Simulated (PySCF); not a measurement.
PySCF input (r2SCAN/aug-cc-pVTZ):

```python
import numpy as np, basis_set_exchange as bse
from pyscf import gto, scf, dft, df

basis = {'C': gto.basis.parse(bse.get_basis('aug-cc-pVTZ', elements=['C'], fmt='nwchem')), 'F': gto.basis.parse(bse.get_basis('aug-cc-pVTZ', elements=['F'], fmt='nwchem')), 'H': gto.basis.parse(bse.get_basis('aug-cc-pVTZ', elements=['H'], fmt='nwchem'))}
mol = gto.M(
    atom='''
    C     0.00439699    0.00529408    0.50425813
    F    -0.01696785    1.10243765   -0.30214647
    F     0.01189880   -1.10854091   -0.27918568
    H    -0.90251824   -0.00024261    1.11129806
    H     0.92175780    0.02340746    1.09514257
    ''',
    basis=basis,
    charge=0,
    verbose=4,
    max_memory=8640,
)
mf = dft.RKS(mol, xc='r2scan')
mf.grids.level = 4
mf = mf.density_fit(auxbasis=df.autoaux(mol))
mf.max_cycle = 100
mf.conv_tol = 1e-11
print('smallest overlap eigenvalue', np.linalg.eigvalsh(mol.intor('int1e_ovlp'))[0])
mf.kernel()
dip = mf.dip_moment()
```

Output:

```
PySCF version 2.14.0

[INPUT] verbose = 4
[INPUT] num. atoms = 5
[INPUT] num. electrons = 26
[INPUT] charge = 0
[INPUT] spin (= nelec alpha-beta = 2S) = 0
[INPUT] symmetry False subgroup None
[INPUT] Mole.unit = angstrom
[INPUT] Symbol           X                Y                Z      unit          X                Y                Z       unit  Magmom
[INPUT]  1 C      0.004396990000   0.005294080000   0.504258130000 AA    0.008309106872   0.010004361282   0.952909761785 Bohr   0.0
[INPUT]  2 F     -0.016967850000   1.102437650000  -0.302146470000 AA   -0.032064589423   2.083305227909  -0.570974077804 Bohr   0.0
[INPUT]  3 F      0.011898800000  -1.108540910000  -0.279185680000 AA    0.022485473211  -2.094838717776  -0.527584473100 Bohr   0.0
[INPUT]  4 H     -0.902518240000  -0.000242610000   1.111298060000 AA   -1.705512296024  -0.000458466455   2.100048976160 Bohr   0.0
[INPUT]  5 H      0.921757800000   0.023407460000   1.095142570000 AA    1.741869795182   0.044233688672   2.069519524652 Bohr   0.0

nuclear repulsion = 76.9879429486616
number of shells = 36
number of NR pGTOs = 224
number of NR cGTOs = 184
basis = {'C': [[0, [8236.0, 0.000531, 0.0, -0.000113, 0.0], [1235.0, 0.004108, 0.0, -0.000878, 0.0], [280.8, 0.021087, 0.0, -0.00454, 0.0], [79.27, 0.081853, 0.0, -0.018133, 0.0], [25.59, 0.234817, 0.0, -0.05576, 0.0], [8.997, 0.434401, 0.0, -0.126895, 0.0], [3.319, 0.346129, 0.0, -0.170352, 0.0], [0.9059, 0.039378, 1.0, 0.140382, 0.0], [0.3643, -0.008983, 0.0, 0.598684, 0.0], [0.1285, 0.002385, 0.0, 0.395389, 1.0]], [0, [0.04402, 1.0]], [1, [18.71, 0.0, 0.014031, 0.0], [4.133, 0.0, 0.086866, 0.0], [1.2, 0.0, 0.290216, 0.0], [0.3827, 1.0, 0.501008, 0.0], [0.1209, 0.0, 0.343406, 1.0]], [1, [0.03569, 1.0]], [2, [1.097, 1.0, 0.0], [0.318, 0.0, 1.0]], [2, [0.1, 1.0]], [3, [0.761, 1.0]], [3, [0.268, 1.0]]], 'F': [[0, [19500.0, 0.000507, 0.0, -0.000117, 0.0], [2923.0, 0.003923, 0.0, -0.000912, 0.0], [664.5, 0.0202, 0.0, -0.004717, 0.0], [187.5, 0.07901, 0.0, -0.019086, 0.0], [60.62, 0.230439, 0.0, -0.059655, 0.0], [21.42, 0.432872, 0.0, -0.14001, 0.0], [7.95, 0.349964, 0.0, -0.176782, 0.0], [2.257, 0.043233, 1.0, 0.171625, 0.0], [0.8815, -0.007892, 0.0, 0.605043, 0.0], [0.3041, 0.002384, 0.0, 0.369512, 1.0]], [0, [0.09158, 1.0]], [1, [43.88, 0.0, 0.016665, 0.0], [9.926, 0.0, 0.104472, 0.0], [2.93, 0.0, 0.31726, 0.0], [0.9132, 1.0, 0.487343, 0.0], [0.2672, 0.0, 0.334604, 1.0]], [1, [0.07361, 1.0]], [2, [3.107, 1.0, 0.0], [0.855, 0.0, 1.0]], [2, [0.292, 1.0]], [3, [1.917, 1.0]], [3, [0.724, 1.0]]], 'H': [[0, [33.87, 0.0, 0.006068, 0.0], [5.095, 0.0, 0.045308, 0.0], [1.159, 0.0, 0.202822, 0.0], [0.3258, 1.0, 0.503903, 0.0], [0.1027, 0.0, 0.383421, 1.0]], [0, [0.02526, 1.0]], [1, [1.407, 1.0, 0.0], [0.388, 0.0, 1.0]], [1, [0.102, 1.0]], [2, [1.057, 1.0]], [2, [0.247, 1.0]]]}
ecp = {}
ETB for H: l = 0, exps = 0.05052 * 1.8^n , n = 0..12
ETB for H: l = 1, exps = 0.12725999999999998 * 2^n , n = 0..5
ETB for H: l = 2, exps = 0.204 * 2.2^n , n = 0..4
ETB for H: l = 3, exps = 0.349 * 2.2^n , n = 0..3
ETB for F: l = 0, exps = 0.14722 * 1.8^n , n = 0..15
ETB for F: l = 1, exps = 0.14722 * 1.8^n , n = 0..12
ETB for F: l = 2, exps = 0.14722 * 1.8^n , n = 0..12
ETB for F: l = 3, exps = 0.36561 * 2.2^n , n = 0..6
ETB for F: l = 4, exps = 0.584 * 2.2^n , n = 0..3
ETB for C: l = 0, exps = 0.07138 * 1.8^n , n = 0..15
ETB for C: l = 1, exps = 0.07138 * 1.8^n , n = 0..12
ETB for C: l = 2, exps = 0.07138 * 1.8^n , n = 0..11
ETB for C: l = 3, exps = 0.13569 * 2.2^n , n = 0..6
ETB for C: l = 4, exps = 0.2 * 2.2^n , n = 0..4
smallest overlap eigenvalue 7.729261107534766e-05

******** <class 'pyscf.df.df_jk.DFRKS'> ********
method = DFRKS
initial guess = minao
damping factor = 0
level_shift factor = 0
DIIS = <class 'pyscf.scf.diis.CDIIS'>
diis_start_cycle = 1
diis_space = 8
diis_damp = 0
SCF conv_tol = 1e-11
SCF conv_tol_grad = None
SCF max_cycles = 100
direct_scf = False
XC library pyscf.dft.libxc version 7.1.2
    S. Lehtola, C. Steigemann, M. J. T. Oliveira, and M. A. L. Marques,  SoftwareX 7, 1–5 (2018)
XC functionals = r2scan
    J. W. Furness, A. D. Kaplan, J. Ning, J. P. Perdew, and J. Sun,  J. Phys. Chem. Lett. 11, 8208–8215 (2020)
    J. W. Furness, A. D. Kaplan, J. Ning, J. P. Perdew, and J. Sun,  J. Phys. Chem. Lett. 11, 9248–9248 (2020)
    J. W. Furness, A. D. Kaplan, J. Ning, J. P. Perdew, and J. Sun,  J. Phys. Chem. Lett. 11, 8208–8215 (2020)
    J. W. Furness, A. D. Kaplan, J. Ning, J. P. Perdew, and J. Sun,  J. Phys. Chem. Lett. 11, 9248–9248 (2020)
radial grids:
    Treutler-Ahlrichs [JCP 102, 346 (1995); DOI:10.1063/1.469408] (M4) radial grids

becke partition: Becke, JCP 88, 2547 (1988); DOI:10.1063/1.454033
pruning grids: <function nwchem_prune>
grids dens level: 4
symmetrized grids: False
atomic radii adjust function: <function treutler_atomic_radii_adjust>
small_rho_cutoff = 0
Set gradient conv threshold to 3.16228e-06
Initial guess from minao.
tot grids = 117696
init E= -239.163730541939
  HOMO = -0.361513035438957  LUMO = 0.00321295762290598  gap/eV = 9.92470
cycle= 1 E= -238.921883091549  delta_E= 0.242  |g|= 0.624  |ddm|= 4.09
  HOMO = -0.25723777472699  LUMO = 0.00652832317459939  gap/eV = 7.17744
cycle= 2 E= -238.79844313008  delta_E= 0.123  |g|= 1.11  |ddm|= 1.56
  HOMO = -0.312913120067829  LUMO = 0.0109434744961519  gap/eV = 8.81259
cycle= 3 E= -238.977917487716  delta_E= -0.179  |g|= 0.0352  |ddm|= 1.01
  HOMO = -0.315783813342446  LUMO = 0.00969820169797231  gap/eV = 8.85682
cycle= 4 E= -238.978130272556  delta_E= -0.000213  |g|= 0.0103  |ddm|= 0.0645
  HOMO = -0.314637384817068  LUMO = 0.00998967674305362  gap/eV = 8.83355
cycle= 5 E= -238.978150628448  delta_E= -2.04e-05  |g|= 0.00362  |ddm|= 0.0209
  HOMO = -0.315104831039715  LUMO = 0.00992469832529963  gap/eV = 8.84450
cycle= 6 E= -238.97815314399  delta_E= -2.52e-06  |g|= 0.000384  |ddm|= 0.0059
  HOMO = -0.315081658151851  LUMO = 0.00993847491378119  gap/eV = 8.84425
cycle= 7 E= -238.978153170089  delta_E= -2.61e-08  |g|= 6.98e-05  |ddm|= 0.000583
  HOMO = -0.315085322543354  LUMO = 0.00993925999520684  gap/eV = 8.84437
cycle= 8 E= -238.97815317077  delta_E= -6.81e-10  |g|= 1.11e-05  |ddm|= 6.08e-05
  HOMO = -0.315085280099055  LUMO = 0.00993940746266375  gap/eV = 8.84437
cycle= 9 E= -238.97815317079  delta_E= -1.96e-11  |g|= 3.61e-06  |ddm|= 1.68e-05
  HOMO = -0.315085192585897  LUMO = 0.00993947251284411  gap/eV = 8.84437
cycle= 10 E= -238.978153170792  delta_E= -2.16e-12  |g|= 1.35e-06  |ddm|= 4.6e-06
  HOMO = -0.315085133292079  LUMO = 0.00993952777266927  gap/eV = 8.84437
Extra cycle  E= -238.97815317079  delta_E= 1.93e-12  |g|= 2.51e-06  |ddm|= 3.67e-06
converged SCF energy = -238.97815317079
Dipole moment(X, Y, Z, Debye):  0.01639,  0.01974,  1.88006
```
